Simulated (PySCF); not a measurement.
## H2N, SMILES `[NH2]` (charge 0, multiplicity 2)

Level of theory: M06-2X/def2-TZVP // B3LYP-D3(BJ)/def2-TZVP run with PySCF.

```json
{
 "highest_occupied_spin_orbital": "-10.19 eV",
 "dipole_moment": "1.97 D",
 "total_energy": "-55.8691 Ha",
 "cost": "about 16 core-seconds (a rough figure)"
}
```

```xyz
3

N     -0.0010     0.4256     0.0000
H     -0.8057    -0.2148     0.0000
H      0.8067    -0.2108     0.0000
```
Charge 0, spin multiplicity 2.
